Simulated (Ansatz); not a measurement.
α-N2 was calculated with rVV10 in Ansatz (plane waves, PAW).

Settings: plane-wave cutoff 500 eV, 4×4×4 k mesh, gaussian smearing 0.02 eV, scalar-relativistic PAW data made under PBE.

Computed at the level's own relaxed cell.

**Question.** Estimate the volume per atom and lattice parameter a that the calculation returns.

**Answer.** 
- volume per atom: 20.28 Å³/atom
- lattice parameter a: 5.454 Å

Measured, for comparison: equilibrium volume per atom 22.47 Å³/atom (4 K, zero-point motion not removed; as tabulated in Wyckoff, Crystal Structures 1 (1963), as in the American Mineralogist Crystal …); lattice constant a 5.644 Å (4 K, zero-point motion not removed, our sources range from 5.644 to 5.667; as tabulated in Wyckoff, Crystal Structures 1 (1963), as in the American Mineralogist Crystal …). Computed (rounded) less measured: equilibrium volume per atom -9.7 %, lattice constant a -3.4 % (-3.4 % to -3.8 % over the range).

The computed numbers hold no vibrational or temperature effects.

Ansatz is an electronic-structure program.
